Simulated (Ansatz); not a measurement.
Computed with Ansatz on PBE0-D4/def2-TZVP structures; ΔE is electronic, products minus reactants. CCSD(T)/CBS adds triple-zeta CCSD(T) − MP2 to the extrapolated MP2 energy (def2 sets, frozen cores). This one scheme is used for every species. DFT in def2-TZVPP. B3LYP here is the variant with VWN-RPA as its local correlation; programs differ in this. HSE06 is defined as in plane-wave codes. Each species was taken in one conformer, which may not be the lowest.

Reaction (substitution at a C–C bond): `C=C(F)/C=C/F` + H₂S → `C=C(F)S` + `C=CF`

```csv
level,ΔE (kJ/mol),difference from CCSD(T)/CBS
LDA (SPW92),48.1,5.9
PBE-D4,41.3,-0.9
revPBE-D4,39.9,-2.3
r2SCAN-D4,44.5,2.3
PBE0-D4,43.9,1.7
B3LYP-D4,43.3,1.1
r2SCANh-D4,44.9,2.7
HSE06-D4,44.0,1.8
BHLYP-D4,45.9,3.7
CAM-B3LYP-D4,44.0,1.8
ωB97X-V,40.8,-1.4
ωB97M-V,40.5,-1.7
B2PLYP,42.8,0.6
PBE-QIDH,44.4,2.2
revPBE,38.0,-4.2
BLYP,40.0,-2.2
r2SCAN,44.0,1.8
PBE0,43.3,1.1
B3LYP,42.8,0.6
r2SCANh,44.5,2.3
r2SCAN0,45.2,3.0
HSE06,43.5,1.3
CAM-B3LYP,43.4,1.2
LC-ωPBE,40.0,-2.2
RPA@PBE/def2-TZVPP,43.5,1.3
HF/def2-SVP,59.9,17.7
MP2/def2-SVP,55.8,13.6
CCSD/def2-SVP,55.9,13.7
CCSD(T)/def2-SVP,56.1,13.9
HF/def2-TZVPP,46.7,4.5
MP2/def2-TZVPP,43.8,1.6
SCS-MP2/def2-TZVPP,42.8,0.6
CCSD/def2-TZVPP,45.4,3.2
CCSD(T)/def2-TZVPP,45.0,2.8
HF/def2-QZVPP,46.7,4.5
MP2/def2-QZVPP,42.2,0.0
SCS-MP2/def2-QZVPP,41.3,-0.9
HF/CBS(def2),46.7,4.5
MP2/CBS(def2),41.0,-1.2
CCSD/CBS(def2),42.6,0.4
CCSD(T)/CBS,42.2,0
```

Largest T1 diagnostic among the species: 0.012.

From BLYP to BHLYP (50 % exact exchange), in def2-TZVPP and without D4, ΔE moves by +5.9 kJ/mol. At CCSD(T), def2-SVP lies +13.9 kJ/mol from the extrapolated value and def2-TZVPP +2.8 kJ/mol.

CCSD(T)/CBS has its own doubt, a few kJ/mol and more with outer-core shells, so smaller differences from it don't rank the levels.
